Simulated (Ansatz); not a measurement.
# AlPH (quartet): the correlation ladder, cc-pVDZ

One table from this session's results is given with a row withheld; the runs are named, their logs left out.

The runs use Ansatz 0.2.0, Gaussian basis; cc-pVDZ, core rule «outside noble gas», up to 10 orbitals frozen.

To be run: UHF; CCSD(T) on ROHF; CCSD(T) on UHF; BCCD(T) on ROHF; CISD; CCSDT(Q) on ROHF; CCSDT(Q) on UHF; CCSDTQ on ROHF; CCSDTQ on UHF.

15 further runs of the same task are left out: 10 for a known fault of the program, 5 set aside as unsound or not needed.

### What is computed

The geometry is a PBE0/def2-TZVP stationary point (not a proven minimum).

3 atoms, charge 0, spin multiplicity 4.

Atoms are counted from 1 here; the program's logs count them from 0.

Bond lengths: Al1–P2 2.386 Å, Al1–H3 1.614 Å. Angles: P2–Al1–H3 114.3°.

Set-up of the first run:

Contents of in.yaml:

```yaml
crystal:
  periodic: [false, false, false]
  atoms:
    - {symbol: Al, position_ang: [0.000000, -0.107696, 1.237712]}
    - {symbol: P, position_ang: [0.000000, 0.051009, -1.143237]}
    - {symbol: H, position_ang: [0.000000, 1.315423, 1.999097]}
basis:
  gaussian: {orbitals: cc-pVDZ}
magnetization: {spin_polarized: true, initial_magnetization: 3}
hamiltonian: {xc: hf}
output: {orbitals: {seedname: orbitals}}
```

Started as:

```
$ ansatz run in.yaml --threads 1 --pin off --events-out ev --progress --plain --max-ram 4096MiB --backend cpu
```

Steps of the session up to this table: UHF; CCSD(T) on ROHF; CCSD(T) on UHF; BCCD(T) on ROHF; CISD; CCSDT(Q) on ROHF; CCSDT(Q) on UHF; CCSDTQ on ROHF; CCSDTQ on UHF.

One of the session's tables, all rows but one given; the rest of the session is left out.

| method | from UCCSDTQ (kJ/mol) |
| --- | --- |
| ROHF | +427.1 |
| UHF | +412.2 |
| RMP2 | ? |
| UMP2 | +99.9 |
| CISD | +38.9 |
| RCCSD | +15.3 |
| UCCSD | +14.7 |
| RCCSD(T) | +3.9 |
| UCCSD(T) | +3.8 |
| BCCD(T) | +3.9 |
| RCCSDT | +0.9 |
| UCCSDT | +0.8 |
| RCCSDT(Q) | +0.1 |
| UCCSDT(Q) | +0.1 |
| RCCSDTQ | 0.0 |
| UCCSDTQ | 0 |

Estimate the missing values for RMP2.

As computed: from UCCSDTQ (kJ/mol): +98.1. In the column «from UCCSDTQ (kJ/mol)» it lies between CISD (+38.9) and UMP2 (+99.9).

To keep in mind: Restricted and unrestricted rows rest on different reference determinants; where their highest levels disagree by more than a few hundredths of an eV, they describe different states and don't form one ladder.
